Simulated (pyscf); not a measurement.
HO–SiH: (SMILES O[SiH]) [singlet] + NH₃ (SMILES N) → H₂N–SiH₂–OH (SMILES N[SiH2]O) (insertion; singlet surface; H–N broken, N–Si, H–Si formed). PySCF, gas phase, ωB97X-D3(BJ)/def2-SVP geometries. MP2 and CC: frozen core, UHF for open shells. ΔMP2 is the change of the MP2 total energy from the triple- to the quadruple-zeta basis. Energies in kcal/mol from the separated reactants.

| level | barrier | reaction energy |
|---|---|---|
| r²SCAN/def2-TZVP | 9.7 | -63.2 |
| ωB97M-D3(BJ)/def2-TZVP | 19.1 | -57.8 |
| HF/def2-TZVP | ___ | -60.4 |
| MP2/def2-QZVPP | 15.5 | -63.5 |
| CCSD/def2-TZVPP | 23.0 | -58.0 |
| CCSD(T)/def2-TZVPP | 19.8 | -58.1 |
| CCSD(T)/def2-TZVPP + ΔMP2(QZVPP) | ___ | ___ |

**Question.** Fill in the missing entries.

**Answer.** 
- HF/def2-TZVP, barrier: 35.4
- CCSD(T)/def2-TZVPP + ΔMP2(QZVPP), barrier: 18.9
- CCSD(T)/def2-TZVPP + ΔMP2(QZVPP), reaction energy: -59.0

On the reactant side the descent ends in an adduct with a N–Si contact, 20.1 kcal/mol under the separated species and 36.7 kcal/mol under the saddle at ωB97X-D3(BJ)/def2-TZVP. What is counted as formed (N–Si) is already present as a longer contact in the reactant adduct; forming that adduct is a step of its own. At ωB97X-D3(BJ) the barrier from the zero used here is 16.6 kcal/mol. The same reactants have a lower exit, to H₂N–SiH: [singlet] + H₂O (highest point, the separated products, at +3.9 kcal/mol at ωB97M-D3(BJ), against +19.1 kcal/mol here). This is the saddle that the search found; another between the same sides may lie lower. The CCSD(T) − MP2 part came from Ansatz, without density fitting, on the same reference.
